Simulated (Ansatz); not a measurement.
The input, for Ansatz 0.2.0:

```yaml
crystal:
  periodic: [false, false, false]
  atoms:
    - {symbol: S, position_ang: [-0.015619, -0.414493, 1.614870]}
    - {symbol: P, position_ang: [-0.016452, 0.813510, 0.010598]}
    - {symbol: S, position_ang: [0.031512, -0.371332, -1.625107]}
basis:
  gaussian: {orbitals: STO-3G}
magnetization: {spin_polarized: true, initial_magnetization: 3}
correlation: {method: bccd_t, electrons: valence}
scf: {omitted_lower_state_checks: [cluster_reference]}
output: {forces: true}
```

```sh
$ ansatz run in.yaml --threads 1 --pin off --events-out ev --progress --plain --max-ram 2393MiB
```

Task: Roughly how long does this take on 1 thread of Arm Neoverse V1, shared host, and how much host memory?

Result: 1.1 s wall and 0.19 GiB.

```
these checks for a lower state are left out or cut short: cluster_reference
285 factors; integrals over basis functions are off by at most 1.1e-5 eV
mean field evaluation 1: about -30562.5761 eV, gradient 9.5e0 eV
mean field evaluation 2: about -30562.6113 eV, gradient 9.6e0 eV
mean field evaluation 4: about -30564.2065 eV, gradient 2.4e0 eV
mean field evaluation 8: about -30564.4829 eV, gradient 4.8e-3 eV
mean field evaluation 16: about -30564.4792 eV, gradient 2.3e-1 eV
mean field evaluation 32: about -30563.6410 eV, gradient 1.1e0 eV
mean field -30564.48286098 eV, -1123.2240277904 hartree, gradient 3.8e-6 eV, S^2 3.760160; 8 other end points of the search recorded, 0 dependent functions left out
15 core orbitals not correlated: weight in the atoms' cores, before any rotation towards them, 1.000 or more for the frozen orbitals, at most 0.000 for the correlated occupied ones
reference -30564.48286098 eV, -1123.2240277904 hartree; 10, 7 occupied and 2, 5 virtual orbitals, 285 factors
second order -1.18595186 eV of doubles, -0.00000000 eV of singles
cycle   1  -1.46723273 eV  change   -2.8e-1 eV  update   7.2e-2
cycle   2  -1.67510686 eV  change   -2.1e-1 eV  update   4.4e-2
cycle   3  -1.71690888 eV  change   -4.2e-2 eV  update   2.3e-2
cycle   4  -1.71794394 eV  change   -1.0e-3 eV  update   1.2e-2
cycle   5  -1.72140426 eV  change   -3.5e-3 eV  update   5.1e-3
cycle   6  -1.71901574 eV  change    2.4e-3 eV  update   1.8e-3
cycle   7  -1.71947868 eV  change   -4.6e-4 eV  update   6.0e-4
cycle   8  -1.71961972 eV  change   -1.4e-4 eV  update   2.7e-4
cycle   9  -1.71937479 eV  change    2.4e-4 eV  update   1.0e-4
cycle  10  -1.71941495 eV  change   -4.0e-5 eV  update   4.3e-5
cycle  11  -1.71942089 eV  change   -5.9e-6 eV  update   2.2e-5
cycle  12  -1.71940991 eV  change    1.1e-5 eV  update   1.3e-5
cycle  13  -1.71941221 eV  change   -2.3e-6 eV  update   9.7e-6
cycle  14  -1.71941060 eV  change    1.6e-6 eV  update   7.0e-6
cycle  15  -1.71941208 eV  change   -1.5e-6 eV  update   4.3e-6
cycle  16  -1.71941240 eV  change   -3.2e-7 eV  update   1.9e-6
cycle  17  -1.71941247 eV  change   -7.2e-8 eV  update   6.8e-7
cycle  18  -1.71941241 eV  change    5.4e-8 eV  update   3.1e-7
cycle  19  -1.71941242 eV  change   -9.4e-9 eV  update   1.0e-7
perturbative correction -0.05829548 eV, -0.0021423194 hartree
the calculation of the forces begins
Total energy: -30566.26056888 eV, -1123.2893573510 hartree
Atom 0 at    -0.015619    -0.414493     1.614870 Å, force     0.006219    -1.263343     1.288453 eV/Å
Atom 1 at    -0.016452     0.813510     0.010598 Å, force    -0.050396     2.491926     0.032463 eV/Å
Atom 2 at     0.031512    -0.371332    -1.625107 Å, force     0.044177    -1.228583    -1.320916 eV/Å
Dipole moment:    -0.000034     0.001704     0.000022 e Å
Checks for a lower state left out: cluster_reference
```

Forces (eV/Å):
```
S    0.006 -1.263  1.288
P   -0.050  2.492  0.032
S    0.044 -1.229 -1.321
```
